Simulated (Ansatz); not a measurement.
Results of r²SCAN-D4 (plane waves, PAW; Ansatz, a first-principles code) for hcp Re.

Numerical settings: plane-wave cutoff 560 eV, 24×24×12 k mesh (along the axes of the cell as run), Fermi–Dirac smearing 0.05 eV, no spin polarisation, scalar-relativistic PAW data made under PBE.

Results at a series of volumes:

```tsv
V (Å³/atom)	E − E_lowest (meV/atom)
14.039	30.93
14.331	7.45
14.624	0.00
14.916	6.93
15.209	26.79
```

Problem. Estimate the bulk modulus and its pressure derivative from these points.

Solution. V0 = 14.624 Å³/atom, B0 = 394 GPa, B′ = 4.4 (fit to the energies at full precision).

Shape and atoms are relaxed at each volume.

Measured, for comparison: bulk modulus 369 GPa (zero-point energy and finite temperature contributions removed, our sources range from 369 to 381; as tabulated in doi:10.1021/acs.jctc.3c00612). Computed (rounded) less measured: bulk modulus +7 % (+3 % to +7 % over the range).

Note: the bulk modulus comes from volumes at which shape and atoms were relaxed.

Spin–orbit coupling is not included.

Static lattice: no zero-point or thermal effects.

Computing time: roughly 4 core-minutes.
